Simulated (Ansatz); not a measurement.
Input file:

```yaml
crystal:
  periodic: [false, false, false]
  atoms:
    - {symbol: Na, position_ang: [0.000000, 0.000000, 0.000000]}
    - {symbol: Na, position_ang: [0.000000, 0.000000, 2.835000]}
basis:
  gaussian: {orbitals: def2-SVPD}
total_charge: -1
magnetization: {spin_polarized: false, initial_magnetization: 1}
correlation: {method: fic_mrcisd_q, electrons: valence, active_space: {window: {electrons: 3, orbitals: 3}, states: [{multiplicity: 2, weights: []}]}}
accuracy: high
```

```sh
$ ansatz run in.yaml --threads 1 --pin off --events-out ev --progress --plain --max-ram 2393MiB
```

Q: What does the program do with this input?

A: Refused. The input was made wrong on purpose (impossible set of states or weights), so the run isn't a sound calculation of what was asked.
```
Error: set 0 has no weights, but each of its states needs one positive weight
```
